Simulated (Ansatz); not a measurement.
**CPO− (SMILES [O-]C#P): methods side by side**

The species is CPO− (3 atoms), meant as a singlet with charge -1. SMILES: `[O-]C#P`. The coordinates come from a GFN2-xTB relaxation.

```xyz
3

O     0.7772    0.9277    0.5293
C     0.0765    0.0906    0.0522
P    -0.8538   -1.0183   -0.5815
```

Quantity: the energy change with the C2–P3 bond stretched from 1.580 to 3.160 Å, in eV. The values are calculated.

```csv
level,kind,program,value (eV),less FCI/STO-3G,CPU time (all runs)
SVWN5/STO-3G (restricted),LDA,Ansatz,8.28,+0.82,1.2 s
BLYP/STO-3G (restricted),GGA,Ansatz,7.09,-0.37,1.8 s
r2SCAN/STO-3G (restricted),meta-GGA,Ansatz,7.75,+0.29,10 s
B3LYP/STO-3G (restricted),global hybrid,Ansatz,7.41,-0.05,3.1 s
BHLYP/STO-3G (restricted),global hybrid,Ansatz,7.55,+0.09,7.3 s
PBE0/STO-3G (restricted),global hybrid,Ansatz,7.84,+0.38,2 s
r2SCAN0/STO-3G (restricted),hybrid meta-GGA,Ansatz,7.94,+0.48,5.3 s
MP2/STO-3G (restricted),perturbation theory,Ansatz,7.91,+0.45,0.43 s
FCI/STO-3G,exact in the basis,Ansatz,7.46,0.00,4.5 s
```

FCI/STO-3G is exact within its basis and frozen core, so for wave-function methods in that basis the difference is their error; functionals converge differently with the basis, so for them it is only a difference. Sets without diffuse functions describe the anion poorly. The first shape isn't each level's own minimum. The values span 7.09 to 8.28 eV. All rows use very small basis sets, so even the best lies far from the true value. CPU times are rough (shared hosts, several kinds of processor): they show what a rung costs within a factor of a few.
